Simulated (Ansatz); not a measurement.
**One structure, 3 elements: Cr3Cd, CdMo3, CdW3**

Plane-wave DFT in Ansatz with scalar-relativistic PAW potentials, cutoff 420 eV, Γ-centred meshes chosen by cell and gap, Gaussian smearing with energies taken to zero width. Every cell was relaxed (cell and atoms) in a run of its own, within the symmetry of its start. Functional: PBE.

All members share space group Pm-3m and the same sites; only the element on one set of sites changes (Cr, Mo, W). Members needn't be the stable form of their composition. Energies over the elements, where given, are against the elements' standard states in the same functional (H₂, N₂, O₂ and halogens uncorrected, Hg as a solid). The first member:

Space group Pm-3m (No. 221). a = 3.783 Å, b = 3.783 Å, c = 3.783 Å, α = 90.00°, β = 90.00°, γ = 90.00°
```
atom site symmetry x y z
  Cr    3c    4/mm.m  0.0000  0.5000  0.5000
  Cd    1a m-3m  0.0000  0.0000  0.0000
```

Problem. How do size, gap and binding change down the group?

Solution.
```csv
compound,V (Å³/atom),a (Å),energy over elements (eV/atom)
Cr3Cd,13.54,3.783,0.669
CdMo3,16.47,4.039,0.438
CdW3,16.68,4.056,0.593
```

Over the series the volume grows at each step down the group; all are metallic on the mesh; none is bound against its elements in this structure, and Mo comes closest. W is hardly larger than Mo here (16.68 against 16.47 Å³/atom), as one expects from the lanthanide contraction and relativistic shrinking of 6s.

Spin-orbit coupling is left out, which matters for the bands of heavy elements. Spin polarisation was left out, and a magnetic state may lie lower.